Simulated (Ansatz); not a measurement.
# BH₃ (singlet): from Hartree-Fock to the top rungs, cc-pVTZ

One table from this session's results is given with a row withheld; the runs are named, their logs left out.

Program: Ansatz 0.2.0, Gaussian basis. Level of theory: cc-pVTZ, core rule «outside noble gas», up to 1 orbitals frozen. These are calculated values, not measurements.

The runs, in order: UHF; CCSD(T) on RHF; BCCD(T) on RHF; CCSDT(Q) on RHF; CASSCF and MRCISD+Q, 6 electrons in 7 orbitals; CASSCF and NEVPT2, 6 electrons in 7 orbitals.

16 further runs of the same task are left out: 4 for a known fault of the program, 4 that didn't finish, 8 set aside as unsound or not needed.

### The geometry

The geometry is a PBE0/def2-TZVP stationary point (not a proven minimum).

4 atoms, charge 0, spin multiplicity 1.

Atoms are counted from 1 here; the program's logs count them from 0.

Bond lengths: B1–H2 1.193 Å, B1–H3 1.193 Å, B1–H4 1.193 Å. Angles: H2–B1–H3 120.0°, H2–B1–H4 120.0°, H3–B1–H4 120.0°.

The first run:

The input, in.yaml:

```yaml
crystal:
  periodic: [false, false, false]
  atoms:
    - {symbol: B, position_ang: [0.000000, 0.000000, 0.000000]}
    - {symbol: H, position_ang: [1.193377, 0.014556, -0.000258]}
    - {symbol: H, position_ang: [-0.609294, 1.026213, -0.002837]}
    - {symbol: H, position_ang: [-0.584082, -1.040768, 0.003095]}
basis:
  gaussian: {orbitals: cc-pVTZ}
magnetization: {spin_polarized: true, initial_magnetization: 0}
hamiltonian: {xc: hf}
output: {orbitals: {seedname: orbitals}}
```

Started as:

```console
> ansatz run in.yaml --threads 1 --pin off --events-out ev --progress --plain --max-ram 2393MiB
```

Steps of the session up to this table: UHF; CCSD(T) on RHF; BCCD(T) on RHF; CCSDT(Q) on RHF; CASSCF and MRCISD+Q, 6 electrons in 7 orbitals; CASSCF and NEVPT2, 6 electrons in 7 orbitals.

One of the session's tables, all rows but one given; the rest of the session is left out.

```
          method  from RCCSDT(Q) (kJ/mol)
             RHF                   +362.5
            RMP2                    +64.9
           RCCSD                     +7.9
        RCCSD(T)                     +1.2
         BCCD(T)                     +1.2
          RCCSDT                        ?
       RCCSDT(Q)                        0
  CASSCF valence                   +230.9
  NEVPT2 valence                    +61.5
  MRCISD valence                     +8.4
MRCISD+Q valence                     +0.4
```

Q: Estimate the row for RCCSDT from the others.

As computed: from RCCSDT(Q) (kJ/mol): +0.1. In the column «from RCCSDT(Q) (kJ/mol)» it lies between RCCSDT(Q) (0) and MRCISD+Q valence (+0.4).

With the free atoms at the same levels and basis (separate runs), the atomisation energy is 11.979 eV at RCCSDT(Q), 11.978 eV at RCCSD(T), 10.030 eV at RHF.
